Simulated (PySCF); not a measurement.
# C5H10 (2-methyl-2-butene): the cost of one run

Computed with PySCF 2.14.0, with density-fitted response routines of our own, on a single molecule in the gas phase. Atoms count from 0, in the outputs and in this text.

**1. The molecule as given**

15 atoms, charge 0, multiplicity 1; geometry from: GFN2-xTB. The atoms were then displaced at random by about 0.01 Å, so the start is not that level's minimum.

Bonds of the start (Å): C0–C1 1.53, C1–C2 1.34, C2–C3 1.49, C2–C4 1.49, C0–H5 1.08, C0–H6 1.07, C0–H7 1.10, C1–H8 1.08, C3–H9 1.11, C3–H10 1.11, C3–H11 1.07, C4–H12 1.09, C4–H13 1.09, C4–H14 1.10.

**2. Geometry optimisation at PBE0-D3(BJ)/def2-TZVP**

The job: settings as JSON, then the geometry in Å.

```
{"job": {"xc": "PBE0", "basis": "def2-TZVP", "d3": "d3bj", "grid": 2, "shake": 0.01, "kind": "geom"}, "charge": 0, "multiplicity": 1}
C      2.075750    -0.394590    -0.336620
C      0.786260     0.404100    -0.522010
C     -0.425920     0.166420    -0.010180
C     -0.720400    -0.972720     0.901010
C     -1.572130     1.065120    -0.308130
H      2.412790    -0.707550    -1.312870
H      1.936870    -1.234200     0.304890
H      2.841050     0.278220     0.082750
H      0.902820     1.280060    -1.142450
H     -1.544280    -1.580470     0.463260
H     -1.142300    -0.596280     1.861170
H      0.100900    -1.617850     1.116600
H     -1.308060     1.898280    -0.963580
H     -2.388570     0.512520    -0.767740
H     -1.970120     1.481550     0.626660
```

Launch:

```console
$ OMP_NUM_THREADS=2 python probes_run.py task.json out
```

One launch serves the whole session: the jobs run in the order shown.

Q: Estimate the wall time and peak memory of this first job on 2 threads of Intel Xeon at 2.50GHz, shared host.

About 9.4 min, with a peak of 1.1 GiB.
